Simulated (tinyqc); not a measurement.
Worked calculation: geometry optimisation on the UHF/sto-6g surface (energies and gradients from PySCF), for H2O, spin multiplicity 3. The optimisation ends on separated fragments, where the gradient is small because the surface is flat. One step of it, computed by the program tinyqc.

Task: Step 3: move. Quasi-Newton step p = -H^(-1) g (the inverse Hessian comes from BFGS updates; coordinates in the order x, y, z of each atom); steps longer than 0.5 bohr are cut back.

positions after step 2 (bohr):
```
            x          y          z
1O  -0.015759  -0.473981  -0.367073
2H   0.140874   1.678434   1.550317
3H  -0.049526  -1.213902   1.129781
```

gradient (hartree/bohr):
```
              x            y            z
1O  -0.00113253  -0.04802385   0.21087530
2H  -0.00383720  -0.05417476  -0.03696962
3H   0.00496973   0.10219861  -0.17390568
```

inverse Hessian in use (bohr^2/hartree), lower triangle:
```
           1          2          3          4          5         6          7         8
1   6.659787
2  -0.107053   4.941622
3   0.002439   0.447743   3.828714
4   0.006702   0.090926   0.090196   6.657583
5   0.091752   1.240882   1.261341  -0.125135   4.942608
6   0.084474   1.172591   0.952637  -0.109024  -1.500784  5.350069
7   0.000177   0.016127  -0.092636   0.002381   0.033383  0.024550   6.664109
8   0.015300   0.484163  -1.709084   0.034209   0.483176  0.328193  -0.049509  5.699328
9  -0.086914  -1.620334   1.885316   0.018828   0.239443  0.363960   0.068086  1.380891

          9
9  4.417390
```

Give: positions after step 3.

Result:

positions after step 3 (bohr):
```
          x        y        z
1O  -0.0224  -0.5516  -0.5461
2H   0.1407   1.6760   1.5515
3H  -0.0427  -1.1339   1.3075
```
